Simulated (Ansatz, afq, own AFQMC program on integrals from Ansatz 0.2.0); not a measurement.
AlNH₂, triplet in cc-pVDZ, levels against CCSDT(Q)

```xyz
4

Al   -0.0074   -0.0794    0.6209
N    -0.0074    0.0411   -1.1432
H    -0.0074    1.3555    1.3542
H     0.3065    0.1983   -2.0887
```

Connectivity, by distances: AlH–NH.

Basis cc-pVDZ. Noble-gas cores (and the filled d shells of Ga–Kr and In–Xe) are frozen. Integrals, coupled cluster, full CI and functionals: Ansatz 0.2.0; the random walks run on the same integrals in our own AFQMC program. The CISD trial takes its coefficients from CCSD amplitudes. Released means that phaseless walkers are propagated on without the constraint, phases kept. Uncertainties: one standard error, sampling alone.

Determinant: UHF, the one that the program's search chose, which needn't be the lowest solution. The geometry is a point of a scan.

No full CI on the walks' own integrals is used here; CCSDT(Q) serves as the reference and is uncertain by about the last step of the cluster series.

Cautions: lower spins were not checked.

```
T1 diagnostic                               : 0.0211
weight of the determinant in the CISD state : 0.903
⟨S²⟩ of the determinant                     : 2.016
size of the correlated space                : 10 electrons in 36 orbitals
```

Reference: CCSDT(Q), correlation energy -5.825 eV. The released energy is read at 2.40 1/Eh (meV from the phaseless value at times in 1/Eh: 5 ± 10 at 0.24, 6 ± 8 at 0.51, 0 ± 11 at 0.99, -3 ± 13 at 1.62, 10 ± 14 at 2.40).

```
         level  E − E(reference) (mEh)  share of correlation (%)
            HF                  214.06                      0.00
           MP2                   33.77                     84.22
          CCSD                    6.46                     96.98
       CCSD(T)                    1.55                     99.28
         CCSDT                    0.47                     99.78
 ph-AFQMC/CISD             0.26 ± 0.46                     99.88
released AFQMC             0.62 ± 0.52                     99.71
```

Released energies are given only where the last usable release times agree within the noise; a slower fall can still hide under it.
